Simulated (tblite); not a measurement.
Species: C3H4ClFS (charge +1 and doublet state).
Structure used (GFN2-xTB), in Å, numbered top down from 1:
```xyz
10
C3H4ClFS angstrom
C     -1.891    0.189   -0.188
S     -0.535   -0.923   -0.518
C      0.860    0.058   -0.134
Cl     0.705    1.666    0.414
C      2.101   -0.493   -0.286
F      2.235   -1.723   -0.700
H     -1.885    0.487    0.859
H     -1.810    1.074   -0.817
H     -2.810   -0.346   -0.416
H      3.040    0.015   -0.090
```

Method: GFN2-xTB as coded in tblite; computed harmonic values from a numerical Hessian at the method's own geometry, unscaled. Errors from tens to a few hundred cm⁻¹ against measured bands are possible. One conformer, not necessarily the lowest. Open shells enter through the occupations alone, without spin polarisation, and single modes of such species can be off by tens of per cent.

Problem. How many normal modes are there?

Solution. 10 atoms, non-linear: 3N − 6 = 24.

Problem. What is the point group of the computed structure, and how do the modes divide by symmetry?

Solution. Cs. The vibrations span 16 a′ + 8 a″.

Problem. How many distinct wavenumbers does the calculation give?

Solution. 24: Cs has no degenerate species.

Problem. How many fundamentals are allowed in the infrared by symmetry?

Solution. 24 of 24: in Cs every mode is allowed. All fundamentals are allowed in the Raman spectrum.

Problem. What zero-point energy do the modes add up to?

Solution. ½Σν̃ = 13402 cm⁻¹ = 1.662 eV (24 modes), 0.751 eV of it from above 1550 cm⁻¹.

Problem. What thermal excitation has the softest real mode at 200 K?

Solution. θ = hcν̃/k = 122 K for 84.5 cm⁻¹, so N1/N0 = 0.54 and ⟨v⟩ = 1/(exp(θ/T) − 1) = 1.2.
